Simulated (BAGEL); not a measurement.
**UHF/STO-3G (density fitting with cc-pvqz-jkfit) run of PH (SMILES [PH])**

What is the energy change on altering one bond length of PH at UHF/STO-3G (density fitting with cc-pvqz-jkfit)? 

The calculation is run with BAGEL 1.2.2.

2 further runs of the same task are left out: 2 set aside as unsound or not needed.

### Step 1. The structure to begin with

The species is PH (2 atoms), meant as a triplet with charge 0. As SMILES, `[PH]`. The coordinates come from a PBE0-D4/def2-TZVP relaxation.

Bond lengths: P1–H2 1.428 Å.

### Step 2. The energy at UHF/STO-3G (density fitting with cc-pvqz-jkfit)

hf.json reads:

```json
{ "bagel": [

{
  "title": "molecule",
  "basis": "sto-3g",
  "df_basis": "cc-pvqz-jkfit",
  "angstrom": true,
  "geometry": [
    { "atom": "P", "xyz": [    0.000000,    0.000000,   -0.014610 ] },
    { "atom": "H", "xyz": [    0.000000,    0.000000,    1.413680 ] }
  ]
},
{ "title": "uhf", "nopen": 2 },
{ "title": "print", "file": "orbitals.molden", "orbitals": true }

]}
```

Run with:

```bash
$ BAGEL_NUM_THREADS=1 BAGEL hf.json > hf.out
```

What it wrote:

```text
* using 1 threads per process

  ===============================================================
  ===============================================================

  *** Geometry ***

  { "atom" : "P", "xyz" : [      0.000000,      0.000000,     -0.027609 ] },
  { "atom" : "H", "xyz" : [      0.000000,      0.000000,      2.671468 ] },

  Number of auxiliary basis functions:      199

  Since a DF basis is specified, we compute 2- and 3-index integrals:
    o Being stored without compression. Storage requirement is 0.000 GB

  Number of basis functions:       10
  Number of electrons      :       16

    * METHOD: MOLECULE                             0.02

  *** Open-shell HF ***

  === Nuclear Repulsion ===
     5.5574555308

      * DIIS with orbital gradients will be used.

  === UHF iteration (sto-3g) ===
      0       -337.43695439          0.00973587           0.00
      1       -337.44017322          0.00119745           0.00
      2       -337.44070405          0.00027705           0.00
      3       -337.44089940          0.00006989           0.00
      4       -337.44096433          0.00004608           0.00
      5       -337.44100122          0.00001239           0.00
      6       -337.44100170          0.00000142           0.00
      7       -337.44100175          0.00000007           0.00
      8       -337.44100175          0.00000006           0.00
      9       -337.44100175          0.00000000           0.00
    * SCF iteration converged.

    * S^2 (UHF) is 2.0115

    * Permanent dipole moment:
           (    0.000000,     0.000000,    -0.102502) a.u.

    * METHOD: UHF                                  0.03

    * METHOD: PRINT                                0.00

  ===============================================================
```

Wall time 0.2 s (1 thread of Arm Neoverse V2, shared host).

### Step 3. The distorted shape, same level

calc.json reads:

```json
{ "bagel" : [

{
  "title" : "molecule",
  "basis" : "sto-3g",
  "df_basis" : "cc-pvqz-jkfit",
  "angstrom" : "true",
  "geometry" : [
    { "atom" : "P", "xyz" : [    0.000000,    0.000000,   -0.228820 ] },
    { "atom" : "H", "xyz" : [    0.000000,    0.000000,    1.413680 ] }
  ]
},
{ "title" : "uhf", "nopen" : 2 },
{ "title" : "print", "file" : "orbitals.molden", "orbitals" : "true" }

]}
```

Run with:

```bash
$ BAGEL_NUM_THREADS=1 BAGEL calc.json > calc.out
```

What it wrote:

```text
* using 1 threads per process

  ===============================================================
  ===============================================================

  *** Geometry ***

  { "atom" : "P", "xyz" : [      0.000000,      0.000000,     -0.432407 ] },
  { "atom" : "H", "xyz" : [      0.000000,      0.000000,      2.671468 ] },

  Number of auxiliary basis functions:      199

  Since a DF basis is specified, we compute 2- and 3-index integrals:
    o Being stored without compression. Storage requirement is 0.000 GB

  Number of basis functions:       10
  Number of electrons      :       16

    * METHOD: MOLECULE                             0.02

  *** Open-shell HF ***

  === Nuclear Repulsion ===
     4.8326685906

      * DIIS with orbital gradients will be used.

  === UHF iteration (sto-3g) ===
      0       -337.41249108          0.00551505           0.00
      1       -337.41486591          0.00129284           0.00
      2       -337.41566623          0.00037568           0.00
      3       -337.41623189          0.00011108           0.00
      4       -337.41616174          0.00011425           0.00
      5       -337.41703531          0.00018157           0.00
      6       -337.41705164          0.00007880           0.00
      7       -337.41706818          0.00001130           0.00
      8       -337.41706847          0.00000024           0.00
      9       -337.41706848          0.00000030           0.00
     10       -337.41706848          0.00000002           0.00
     11       -337.41706848          0.00000000           0.00
    * SCF iteration converged.

    * S^2 (UHF) is 2.0448

    * Permanent dipole moment:
           (    0.000000,     0.000000,     0.044520) a.u.

    * METHOD: UHF                                  0.03

    * METHOD: PRINT                                0.00

  ===============================================================
```

Run time: 0.2 s. Hardware: 1 thread of Arm Neoverse V2, shared host.

### Step 4. Outcome

Level: UHF/STO-3G (density fitting with cc-pvqz-jkfit).

| quantity | value |
| --- | --- |
| first shape: total energy | -337.44100 Eh |
| first shape: dipole moment | 0.26 D |
| first shape: ⟨S²⟩ | 2.011 |
| distorted shape: total energy | -337.41707 Eh |
| distorted shape: dipole moment | 0.11 D |
| distorted shape: ⟨S²⟩ | 2.045 |
| energy change with the P1–H2 bond stretched from 1.428 to 1.643 Å | 0.651 eV |

**Reading.** With the P1–H2 bond stretched from 1.428 to 1.643 Å the energy rises by 0.65 eV (62.8 kJ/mol). The first shape isn't relaxed at this level, so the change isn't measured from a minimum. The minimal basis adds a large error of its own.
